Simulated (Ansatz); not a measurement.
# AlF₂ (doublet): from Hartree-Fock to the top rungs at angle F2–Al1–F3 = 119.7°, cc-pVDZ

An exercise on one series of results from a longer session: the logs are not shown, and one member is left open.

Program: Ansatz 0.2.0, Gaussian basis. Level of theory: cc-pVDZ, core rule «outside noble gas», up to 7 orbitals frozen. These are calculated values, not measurements.

The runs, in order: UHF; CCSD(T) on ROHF; CCSD(T) on UHF; BCCD(T) on ROHF; CISD; CCSDT(Q) on ROHF; CCSDT(Q) on UHF; CASSCF and MRCISD+Q, 3 electrons in 3 orbitals; CASSCF and NEVPT2, 3 electrons in 3 orbitals.

32 further runs of the same task are left out: 16 for a known fault of the program, 2 for a mislabelled method, 13 that didn't finish, 1 set aside as unsound or not needed.

**The system**

The geometry derives from a PBE0/def2-TZVP stationary point (not a proven minimum). One angle is set to the value named; bond lengths are kept.

3 atoms, charge 0, spin multiplicity 2.

Atoms are counted from 1 here; the program's logs count them from 0.

Bond lengths: Al1–F2 1.647 Å, Al1–F3 1.647 Å. Angles: F2–Al1–F3 119.7°.

Set-up of the first run:

Contents of in.yaml:

```yaml
crystal:
  periodic: [false, false, false]
  atoms:
    - {symbol: Al, position_ang: [0.000000, -0.483815, 0.000000]}
    - {symbol: F, position_ang: [0.000000, 0.343557, -1.423547]}
    - {symbol: F, position_ang: [0.000000, 0.343557, 1.423547]}
basis:
  gaussian: {orbitals: cc-pVDZ}
magnetization: {spin_polarized: true, initial_magnetization: 1}
hamiltonian: {xc: hf}
output: {orbitals: {seedname: orbitals}}
```

Run with:

```
> ansatz run in.yaml --threads 1 --pin off --events-out ev --progress --plain --max-ram 2393MiB
```

Steps of the session up to this table: UHF; CCSD(T) on ROHF; CCSD(T) on UHF; BCCD(T) on ROHF; CISD; CCSDT(Q) on ROHF; CCSDT(Q) on UHF; CASSCF and MRCISD+Q, 3 electrons in 3 orbitals; CASSCF and NEVPT2, 3 electrons in 3 orbitals.

One of the session's tables, all rows but one given; the rest of the session is left out.

| method | from UCCSDT(Q) (kcal/mol) |
| --- | --- |
| ROHF | +270.07 |
| UHF | +269.74 |
| RMP2 | ? |
| UMP2 | +7.13 |
| CISD | +24.74 |
| RCCSD | +5.09 |
| UCCSD | +5.09 |
| RCCSD(T) | +0.94 |
| UCCSD(T) | +0.93 |
| BCCD(T) | +0.79 |
| RCCSDT | +0.64 |
| UCCSDT | +0.64 |
| RCCSDT(Q) | +0.10 |
| UCCSDT(Q) | 0 |
| CASSCF pair | +260.25 |
| NEVPT2 pair | +9.00 |
| MRCISD pair | +23.21 |
| MRCISD+Q pair | +4.65 |

**Question.** Estimate the row for RMP2.

**Answer.** from UCCSDT(Q) (kcal/mol): +7.27. In the column «from UCCSDT(Q) (kcal/mol)» it lies between UMP2 (+7.13) and NEVPT2 pair (+9.00).

To keep in mind: Restricted and unrestricted rows rest on different reference determinants; where their highest levels disagree by more than a few hundredths of an eV, they describe different states and don't form one ladder.
